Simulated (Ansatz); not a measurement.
CCSD(T) forces

H$_{2}$S (SMILES S), singlet, displaced at random from a GFN2-xTB minimum.

```csv
atom,x (Å),y (Å),z (Å)
S1,0.5006,-0.3744,0.1700
H2,0.1635,1.0789,0.1748
H3,-0.5197,-0.7724,-0.3986
```

Computed with Ansatz 0.2.0 (basis: def2-TZVPP); correlated methods freeze the cores.

CCSD(T) forces from the calculation:
| atom | Fx | Fy | Fz (eV/Å) |
| --- | --- | --- | --- |
| S1 | 2.742 | 3.679 | 1.846 |
| H2 | 0.391 | -2.836 | -0.145 |
| H3 | -3.134 | -0.843 | -1.700 |

Problem. Which atom feels the largest CCSD(T) force, and how large is it?

Solution. S1, 4.95 eV/Å, along (0.55, 0.74, 0.37).

Root-mean-square difference of the force components from those of CCSD(T): PBE0-D4 0.069; wB97M-V 0.019; r2SCAN-D4 0.073; PBE-D4 0.233; SPW92 0.254; revPBE-D4 0.247 eV/Å.

The T1 diagnostic stays at or below 0.010. These are differences at one structure, and CCSD(T) in triple zeta is itself an approximation.

For scale, one of the runs: CCSD(T)/def2-TZVPP forces, 70 basis functions (an equivalent command: `ansatz run in.yaml --threads 4`). Hardware: 4 CPU threads, shared host. Wall time about 0.75 s.
